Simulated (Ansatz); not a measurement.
`OCC#CF` + H₂O → `OC#CCO` + H–F at 600 K and 1 bar (formal hydrolysis of a C–F bond).

Isolated molecules relaxed with PBE0-D4/def2-TZVP in Ansatz; ΔE leaves out vibrations. CBS: MP2 limit from def2 TZ/QZ plus the TZ coupled-cluster correction, frozen cores. This one scheme is used for every species. One conformer a species, not always the lowest.

| species | CCSD(T)/CBS energy (Eh) | H − E (kJ/mol) | S (J/(mol·K)) |
| --- | --- | --- | --- |
| `OCC#CF` | -290.80921 | 191.0 | 377.0 |
| H₂O | -76.37941 | 76.8 | 212.8 |
| `OC#CCO` | -266.80998 | 226.8 | 393.4 |
| H–F | -100.39570 | 42.3 | 194.0 |

H − E and S are ideal-gas, rigid-rotor, harmonic terms from PBE0-D4/def2-TZVP, for one conformer and one mirror image of each species. 1 Eh = 2625.50 kJ/mol, R = 8.31446 J/(mol·K).

Problem. By hand: ΔE, ΔH, ΔS and ΔG.

Solution. ΔE = (-266.80998) + (-100.39570) − (-290.80921) − (-76.37941) = -0.01706 Eh = -44.8 kJ/mol. Δ(H − E) = 226.8 + 42.3 − 191.0 − 76.8 = 1.3, so ΔH = -43.5 kJ/mol. ΔS = 393.4 + 194.0 − 377.0 − 212.8 = -2.4 J/(mol·K). ΔG = -43.5 − 600 × (-2.4)/1000 = -42.1 kJ/mol.

Problem. By hand: the equilibrium constant, and the temperature at which ΔG would vanish if ΔH and ΔS stayed fixed.

Solution. log₁₀ K = −ΔG/(RT ln 10) = 3.7. ΔG = 0 at ΔH/ΔS = 18125 K, far beyond where these terms or the molecules hold.

The number of gas molecules stays the same, so ΔS is small and ΔH decides. A doubt of 5 kJ/mol in ΔE shifts log₁₀ K by 0.4 here. Other conformers and mirror images would add mixing entropy, several J/(mol·K) or more a flexible species. These are equilibria of isolated gas molecules and say nothing of rates. Largest T1 diagnostic: 0.012 (customary marks: 0.02 for closed shells, 0.045 for open ones).
